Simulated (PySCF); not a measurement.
Species: phosphaethyne, CHP.
Z-matrix (Å and degrees, PBE0-D3(BJ)/def2-SVP geometry), rows numbered from 1:
```
C 
P   1  1.5403
H   1  1.0838  2  179.98
```

Computed, not measured: PBE0-D3(BJ)/def2-SVP geometry optimisation, gas phase (PySCF).

Take the most abundant isotopes and a rigid rotor. 

Q: What are the moment of inertia and the rotational constant?

A: I = 25.262 u·Å², B = 505379 MHz·u·Å²/I = 20006 MHz (0.6673 cm⁻¹, or 0.960 K as hB/k).

Q: List the first levels of a rigid rotor in a Σ state.

A: E(J) = BJ(J+1): J = 1: 1.335, J = 2: 4.004, J = 3: 8.008, J = 4: 13.346, J = 5: 20.020, J = 6: 28.027 cm⁻¹.

Q: Where do the first rotational lines fall?

A: The dipole is 0.51 D; J+1 ← J lies at 2B(J+1): 1 ← 0 at 40.01 GHz, 2 ← 1 at 80.02 GHz, 3 ← 2 at 120.03 GHz, 4 ← 3 at 160.05 GHz, 5 ← 4 at 200.06 GHz, 6 ← 5 at 240.07 GHz.

Q: Estimate the classical rotational partition function at 10 K, 100 K and 200 K.

A: Point group C∞v, symmetry number σ = 1; q = kT/(σhB), k/h = 20836.6 MHz/K: 10.4 at 10 K, 104 at 100 K, 208 at 200 K.

Whether it is a minimum is left open (no frequencies). No vibrational averaging or centrifugal distortion is included, and the geometry carries the error of its method.
